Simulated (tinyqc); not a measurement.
Worked calculation: Born-Oppenheimer dynamics on the RHF/sto-3g surface (energies and gradients from PySCF), for NH3, spin multiplicity 1. Computed by tinyqc, a small Python program that keeps every step (integrals from PySCF). Settings: charge = 0, multiplicity = 1, basis = sto-3g, time step (fs) = 0.5, steps = 24. Command: `OMP_NUM_THREADS=1 python tinyqc.py 25761 25762 out.jsonl` (the two numbers bound the seeds that draw the settings). One thread of a shared host (Intel(R) Xeon(R) Processor @ 2.60GHz), about 2 s of CPU time with the checks.

## Velocity Verlet step 1

positions (bohr), order 1N, 2H, 3H, 4H:
```
[[-0.041574, 0.003779, 0.190862],
 [1.844373, -0.022677, 0.017008],
 [-0.931635, 1.557134, -0.143619],
 [-0.973209, -1.564693, 0.009449]]
```

velocities (bohr per atomic time unit), order 1N, 2H, 3H, 4H:
```
[[-0.000006511, 0.000004558, -0.000007221],
 [0.000031489, -0.000042442, 0.000132779],
 [0.000067489, -0.000105442, -0.000152221],
 [-0.000008511, 0.000084558, 0.000119779]]
```

gradient (hartree/bohr), order 1N, 2H, 3H, 4H:
```
[[-0.04454684, 0.00655947, -0.03566090],
 [-0.00430199, 0.00080738, 0.00721687],
 [0.02651157, -0.05112797, 0.01724206],
 [0.02233727, 0.04376112, 0.01120197]]
```

masses (electron masses): [25526.042363, 1837.152588, 1837.152588, 1837.152588]

gradient after step 1 (hartree/bohr), order 1N, 2H, 3H, 4H:
```
[[-0.04123032, 0.00586800, -0.03493550],
 [-0.00393785, 0.00082129, 0.00728823],
 [0.02449961, -0.04767240, 0.01672186],
 [0.02066856, 0.04098310, 0.01092542]]
```

dt = 0.5 fs = 20.6707 atomic units; x' = x + v dt - g dt^2 / (2m); after the new gradient g', v' = v - (g + g') dt / (2m).

positions after step 1 (bohr), order 1N, 2H, 3H, 4H:
```
[[-0.041336, 0.003819, 0.191012],
 [1.845524, -0.023648, 0.018913],
 [-0.933323, 1.560900, -0.148771],
 [-0.975982, -1.568034, 0.010622]]
```

velocities after step 1 (bohr per atomic time unit), order 1N, 2H, 3H, 4H:
```
[[0.000028220, -0.000000474, 0.000021363],
 [0.000077844, -0.000051605, 0.000051177],
 [-0.000219487, 0.000450383, -0.000343294],
 [-0.000250451, -0.000392191, -0.000004704]]
```

## Velocity Verlet step 2

gradient after step 2 (hartree/bohr), order 1N, 2H, 3H, 4H:
```
[[-0.02893365, 0.00344124, -0.03238054],
 [-0.00367548, 0.00083218, 0.00764848],
 [0.01762994, -0.03545777, 0.01456304],
 [0.01497919, 0.03118435, 0.01016902]]
```

As before.

positions after step 2 (bohr), order 1N, 2H, 3H, 4H:
```
[[-0.040407, 0.003760, 0.191746],
 [1.847591, -0.024810, 0.019123],
 [-0.940709, 1.575754, -0.157811],
 [-0.983563, -1.580907, 0.009254]]
```

velocities after step 2 (bohr per atomic time unit), order 1N, 2H, 3H, 4H:
```
[[0.000056629, -0.000004243, 0.000048619],
 [0.000120675, -0.000060907, -0.000032853],
 [-0.000456497, 0.000918052, -0.000519294],
 [-0.000450996, -0.000798187, -0.000123376]]
```

## Energy conservation

The total energy should stay constant up to terms of order dt^2; the step counts as short enough if it moves by less than 2 % of the largest kinetic energy.

Trajectory:
```
time (fs)  1N-2H (angstrom)  potential (hartree)  kinetic (hartree)  total (hartree)
0.000000           1.002329         -55.43641745         0.00007573     -55.43634172
0.500000           1.002733         -55.43692918         0.00056417     -55.43636500
1.000000           1.003367         -55.43852063         0.00208847     -55.43643215
1.500000           1.004310         -55.44016852         0.00367804     -55.43649048
2.000000           1.005688         -55.44095308         0.00444889     -55.43650420
2.500000           1.007600         -55.44061508         0.00414046     -55.43647462
3.000000           1.010061         -55.43956944         0.00314403     -55.43642542
3.500000           1.012967         -55.43855995         0.00217814     -55.43638180
4.000000           1.016096         -55.43826421         0.00190404     -55.43636017
4.500000           1.019136         -55.43902405         0.00265749     -55.43636657
5.000000           1.021730         -55.44074094         0.00434311     -55.43639783
5.500000           1.023536         -55.44292676         0.00648483     -55.43644193
6.000000           1.024287         -55.44490084         0.00842203     -55.43647881
6.500000           1.023851         -55.44610855         0.00962242     -55.43648613
7.000000           1.022278         -55.44645861         0.01000511     -55.43645350
7.500000           1.019838         -55.44646109         0.01006297     -55.43639812
8.000000           1.017031         -55.44695215         0.01059102     -55.43636113
8.500000           1.014549         -55.44848510         0.01211015     -55.43637495
9.000000           1.013184         -55.45086411         0.01443229     -55.43643182
9.500000           1.013679         -55.45325537         0.01676223     -55.43649314
10.000000          1.016554         -55.45474823         0.01822245     -55.43652578
10.500000          1.021968         -55.45485539         0.01833304     -55.43652236
11.000000          1.029653         -55.45364393         0.01714948     -55.43649445
11.500000          1.038938         -55.45157086         0.01511259     -55.43645826
12.000000          1.048864         -55.44923103         0.01280433     -55.43642670
```

The total energy moves within 1.8e-04 hartree, under 2 % of the largest kinetic energy.
